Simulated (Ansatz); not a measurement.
`C=C(O)C(=N)F` → `N/C=C1\OC1F`  (isomerisation)

Computed with Ansatz on PBE0-D4/def2-TZVP structures; ΔE is electronic, products minus reactants. CCSD(T)/CBS adds triple-zeta CCSD(T) − MP2 to the extrapolated MP2 energy (def2 sets, frozen cores). Functionals use def2-TZVPP. One conformer a species, not always the lowest.

CCSD(T)/CBS gives +32.0 kcal/mol.

(1) Another level gave +35.3 kcal/mol. Which?
A. ωB97M-V/def2-TZVPP
B. r2SCAN-D4/def2-TZVPP
C. HF/def2-TZVPP
D. CCSD/def2-TZVPP

Largest T1 diagnostic among the species: 0.014.

Results:

(1) C. HF/def2-TZVPP 35.3, r2SCAN-D4 30.0, CCSD/def2-TZVPP 32.5, ωB97M-V 31.1 kcal/mol.

In def2-TZVPP, CCSD(T) changes the Hartree–Fock value by −2.6 kcal/mol (the triples alone add +0.1 kcal/mol) and MP2 by −3.9 kcal/mol.

CCSD(T)/CBS has its own doubt, a few kJ/mol and more with outer-core shells, so smaller differences from it don't rank the levels.
